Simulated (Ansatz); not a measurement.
Basis-set extrapolation for `CS/C=C(/N)O` (PBE0-D4/def2-TZVP geometry, frozen core, the Gaussian-basis code of Ansatz). Multiplicity 1, RHF reference.

```json
{"": "HF", "def2-TZVPP": "-644.621653", "def2-QZVPP": "-644.644412"}
{"": "MP2 correlation", "def2-TZVPP": "-1.124335", "def2-QZVPP": "-1.207048"}
{"": "CCSD(T) correlation", "def2-TZVPP": "-1.216661", "def2-QZVPP": "not run"}
```

Energies in hartree. Use E(X) = E(∞) + A·exp(−7.88·√X) for Hartree–Fock and E(X) = E(∞) + B·X^(−2.97) for correlation, with X = 3 and 4, and add CCSD(T) minus MP2 of the smaller set to the MP2 limit.

Q: What is the CCSD(T) energy at the basis-set limit?

A: HF limit: -644.644412 + (-0.022759) × 0.13774 = -644.64755. MP2 limit: -1.207048 + (-0.082713) × 0.74074 = -1.26832. Higher-order term: -1.216661 − (-1.124335) = -0.09233. Total: -646.00820 hartree, 446.0 kJ/mol below CCSD(T)/def2-TZVPP.
